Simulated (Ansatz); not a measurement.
Molecule: trimethyl amine, C₃H₉N (charge 0, singlet). 
Structure (B3LYP-D3(BJ)/def2-TZVP (Ansatz, a first-principles code) minimum search):
```xyz
13

N      0.0026     0.0015     0.3690
C      0.0034     1.3852    -0.0654
C      1.1975    -0.6963    -0.0655
C     -1.2022    -0.6896    -0.0484
H     -0.0042     1.4885    -1.1661
H      0.8915     1.8925     0.3148
H     -0.8763     1.8974     0.3273
H      1.2828    -0.7549    -1.1661
H      1.1956    -1.7143     0.3273
H      2.0837    -0.1858     0.3147
H     -1.3035    -0.7477    -1.1477
H     -2.0800    -0.1742     0.3444
H     -1.2003    -1.7076     0.3443
```
Charge 0, spin multiplicity 1.

Parts of the frozen-core correlation energy in cc-pVDZ (Ansatz, hartree). Frozen orbitals: 4; correlated occupied orbitals by spin: 13 and 13; virtual: 84 and 84. No spin-orbit coupling. No relativistic terms.

```json
[
 {"term": "reference (HF)", "value": "-173.28231"},
 {"term": "MP2 opposite-spin", "value": "-0.47238"},
 {"term": "MP2 same-spin", "value": "-0.13999"},
 {"term": "CCSD correlation", "value": "-0.66866"},
 {"term": "(T)", "value": "-0.01887"},
 {"term": "T1 diagnostic", "value": "0.008"},
 {"term": "largest doubles amplitude", "value": "0.022"}
]
```
